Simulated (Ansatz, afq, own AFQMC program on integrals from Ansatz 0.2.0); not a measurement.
AFQMC on a folder of integrals that Ansatz 0.2.0 wrote.

```yaml
crystal:
  periodic: [false, false, false]
  atoms:
    - {symbol: B, position_ang: [0.000000, -0.418226, 0.702574]}
    - {symbol: N, position_ang: [0.000000, 0.185836, -0.533342]}
    - {symbol: H, position_ang: [0.000000, 0.791690, 0.817953]}
    - {symbol: H, position_ang: [0.000000, 1.111693, -0.942135]}
basis:
  gaussian: {orbitals: cc-pVDZ}
magnetization: {spin_polarized: false, initial_magnetization: 2}
correlation: {method: ccsd_t, electrons: outside_noble_gas, hamiltonian_folder: ham}
```

```sh
$ ansatz run in.yaml --threads 1 --pin off --events-out ev --progress --plain --max-ram 1382MiB
```

afq runs on the folder ham with

```
--method free --trial cisd --walkers 60 --time-step 0.03 --max-blocks 80 --target-error 0.00038 --factor-cut 1e-05 --seed 283 --times 0,0.21,0.42,0.81,1.2,1.8,2.4,3 --taylor-order 8
```

Times are imaginary, in 1/Eh. The walk had a cap of 1086 s.

afq prints:

```
orbitals 36  electrons 6 4  factors 287 of 357
reference energy -80.12421960 Eh
CCSD correlation -0.24988121 Eh in 12 cycles, weight of the determinant in the CISD state 0.8808
repeat  energy at the last time / Eh  error
    10  -80.381847  0.001454
    20  -80.382493  0.001242
    30  -80.383384  0.001010
    40  -80.383960  0.000857
    50  -80.384038  0.000753
    60  -80.383984  0.000690
    70  -80.384083  0.000644
    80  -80.384540  0.000608
time / (1/Eh)  energy / Eh  error  mean overlap
  0.00  -80.374149  0.000234  1.1347
  0.21  -80.379267  0.000300  1.1310
  0.42  -80.381084  0.000300  1.1355
  0.81  -80.382680  0.000293  1.1398
  1.20  -80.383234  0.000378  1.1552
  1.80  -80.384224  0.000372  1.1615
  2.40  -80.384240  0.000448  1.1876
  3.00  -80.384540  0.000608  1.1695
energy -80.384540 +/- 0.000608 Eh
```

The run passed its tests (error under three times the target), which doesn't prove that it has relaxed.

Against this walk (error 16.5 meV) on the same determinant: CCSD(T) 39.4 meV higher, CCSDT(Q) 10.5 meV lower (within the noise). The error is statistical, and a free projection of finite length keeps a remainder of its start. The last points still move (meV from the last: 51 ± 8 at 0.81, 36 ± 10 at 1.20, 9 ± 10 at 1.80, 8 ± 12 at 2.40, 0 ± 17 at 3.00), but the last one has reached CCSDT(Q) within the noise or passed it, so little can be left to fall.

Cautions: remainder of the start not in the error; error above the target (16.5 against 10.3 meV); lower spins were not checked.

The walk took 3.7 min on 1 thread of Intel(R) Xeon(R) Platinum 8375C CPU @ 2.90GHz (Ice Lake) (shared host). The log's last line is the free-projection energy.

CCSDT and higher add their correlation energy to the determinant of the CCSD(T) run, since their own runs factorise the integrals more tightly (a shift of under 2 meV). A walk keeps the symmetry of its determinant, which the program's search chose and which needn't be the lowest solution, so a lower state of the same spin and another symmetry isn't excluded.
